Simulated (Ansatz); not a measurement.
# InH₂⁺, triplet: bend scan

Starting geometry (PBE0/def2-TZVP stationary point for this spin, not checked as a minimum):

```json
{"atom": "In", "x (Å)": "0.0000", "y (Å)": "0.0000", "z (Å)": "-0.0276"}
{"atom": "H", "x (Å)": "0.0000", "y (Å)": "1.1433", "z (Å)": "1.5722"}
{"atom": "H", "x (Å)": "0.0000", "y (Å)": "-1.1433", "z (Å)": "1.5722"}
```

From there the angle named below is changed in its plane at fixed bond lengths, both arms turning rigidly about the middle atom; atoms are numbered as listed. Energies are in kcal/mol, counted from the starting geometry at the same level. Kohn–Sham curves are unrestricted where that lies lower.

Basis def2-TZVPP with its core potentials; Ansatz 0.2.0. Only valence electrons are correlated (noble-gas cores and the filled d shells of p-block atoms frozen). No spin–orbit coupling is included; scalar relativity enters through the core potentials alone.

Functionals correlate the shells that the reference freezes, so part of their error here is the reference's.

Full CI is exact within this basis and frozen core; it isn't the basis-set limit.

```json
{"angle H2-In1-H3 (°)": "68.6", "full CI": "-0.1", "SPW92": "0.1", "PBE": "0.1", "r2SCAN": "0.1", "B97M-V": "0.0", "PBE0": "0.0", "B3LYP": "0.1", "wB97M-V": "0.0", "B2PLYP": "0.0", "RPA-PBE": "0.0"}
{"angle H2-In1-H3 (°)": "71.1", "full CI": "0.0", "SPW92": "0.0", "PBE": "0.0", "r2SCAN": "0.0", "B97M-V": "0.0", "PBE0": "0.0", "B3LYP": "0.0", "wB97M-V": "0.0", "B2PLYP": "0.0", "RPA-PBE": "0.0"}
{"angle H2-In1-H3 (°)": "91.9", "full CI": "3.1", "SPW92": "2.0", "PBE": "1.9", "r2SCAN": "2.3", "B97M-V": "2.5", "PBE0": "2.4", "B3LYP": "2.0", "wB97M-V": "2.6", "B2PLYP": "2.5", "RPA-PBE": "2.7"}
{"angle H2-In1-H3 (°)": "101.2", "full CI": "5.4", "SPW92": "3.9", "PBE": "3.8", "r2SCAN": "4.3", "B97M-V": "4.5", "PBE0": "4.4", "B3LYP": "3.9", "wB97M-V": "4.8", "B2PLYP": "4.7", "RPA-PBE": "4.9"}
{"angle H2-In1-H3 (°)": "125.9", "full CI": "13.4", "SPW92": "11.0", "PBE": "10.6", "r2SCAN": "11.9", "B97M-V": "11.9", "PBE0": "11.8", "B3LYP": "11.2", "wB97M-V": "12.6", "B2PLYP": "12.4", "RPA-PBE": "12.6"}
{"angle H2-In1-H3 (°)": "140.4", "full CI": "19.1", "SPW92": "16.3", "PBE": "15.7", "r2SCAN": "17.6", "B97M-V": "17.2", "PBE0": "17.1", "B3LYP": "16.4", "wB97M-V": "18.3", "B2PLYP": "17.9", "RPA-PBE": "18.1"}
{"angle H2-In1-H3 (°)": "156.4", "full CI": "25.5", "SPW92": "22.6", "PBE": "21.5", "r2SCAN": "24.2", "B97M-V": "23.2", "PBE0": "23.1", "B3LYP": "22.3", "wB97M-V": "24.7", "B2PLYP": "23.9", "RPA-PBE": "24.1"}
{"angle H2-In1-H3 (°)": "180.0", "full CI": "30.8", "SPW92": "28.2", "PBE": "26.5", "r2SCAN": "30.5", "B97M-V": "28.0", "PBE0": "28.2", "B3LYP": "27.3", "wB97M-V": "30.1", "B2PLYP": "28.8", "RPA-PBE": "28.8"}
```

**Question.** Judged by the spread of the error over the points with a reference (largest less smallest), which of these follows full CI best and which worst?

**Answer.** Subtracting the full CI column from each: best wB97M-V (errors from -0.8 to 0.1, spread 0.9 kcal/mol), worst PBE (from -4.4 to 0.2, spread 4.5 kcal/mol). Functionals and wave-function methods converge differently with the basis, so part of this is basis effect.
